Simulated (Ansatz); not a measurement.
# The nitrogen atom: small, medium and large basis sets

An exercise on one series of results from a longer session: the logs are not shown, and one member is left open.

The runs use Ansatz 0.2.0, Gaussian basis; one geometry, several basis sets.

Plan: PBE0/def2-SVP; ωB97M-V/def2-SVP; PBE0/def2-QZVPP; ωB97M-V/def2-QZVPP; CCSD(T)/cc-pV(D+d)Z; CCSD(T)/cc-pV(T+d)Z; CCSD(T)/cc-pV(Q+d)Z; the functionals' def2-TZVPP values are taken from earlier runs.

6 further runs of the same task are left out: 6 set aside as unsound or not needed.

## The atom

SMILES `[N]`, 1 atom, charge 0, spin multiplicity 4.

The first run:

in.yaml reads:

```yaml
crystal:
  periodic: [false, false, false]
  atoms:
    - {symbol: N, position_ang: [0.000000, 0.000000, 0.000000]}
basis:
  gaussian: {orbitals: def2-SVP}
magnetization: {spin_polarized: true, initial_magnetization: 3}
hamiltonian: {xc: pbe0}
output: {orbitals: {seedname: orbitals}}
```

Among the steps run: PBE0 in def2-SVP; ωB97M-V in def2-SVP; PBE0 in def2-QZVPP; ωB97M-V in def2-QZVPP.

One of the session's tables, all rows but one given; the rest of the session is left out.

It belongs to the step «Functionals by basis». 

```
functional       basis  HOMO (eV)  LUMO (eV)
      PBE0    def2-SVP     -10.01      -1.81
      PBE0  def2-TZVPP     -10.17      -2.21
      PBE0  def2-QZVPP          ?          ?
   ωB97M-V    def2-SVP     -12.26       0.69
   ωB97M-V  def2-TZVPP     -12.49      -0.04
   ωB97M-V  def2-QZVPP     -12.52      -0.22
```

Estimate the missing values for PBE0, def2-QZVPP.

As computed: HOMO (eV): -10.20; LUMO (eV): -2.30. In the column «HOMO (eV)» it lies between ωB97M-V, def2-SVP (-12.26) and PBE0, def2-TZVPP (-10.17).
